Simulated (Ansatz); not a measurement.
Basis-set extrapolation for OSi, SMILES `O=[Si]` (PBE0-D4/def2-TZVP geometry, frozen core, Ansatz 0.2.0). Multiplicity 1, RHF reference.

```tsv
	def2-TZVPP	def2-QZVPP
HF	-363.841584	-363.854094
MP2 correlation	-0.334785	-0.360585
CCSD(T) correlation	-0.354414	-0.377830
```

Energies in hartree. Use E(X) = E(∞) + A·exp(−7.88·√X) for Hartree–Fock and E(X) = E(∞) + B·X^(−2.97) for correlation, with X = 3 and 4.

What is the CCSD(T) energy at the basis-set limit?

HF limit: -363.854094 + (-0.012510) × 0.13774 = -363.85582. Correlation limit: -0.377830 + (-0.023416) × 0.74074 = -0.39518. Total: -364.25100 hartree, 144.4 kJ/mol below CCSD(T)/def2-TZVPP.
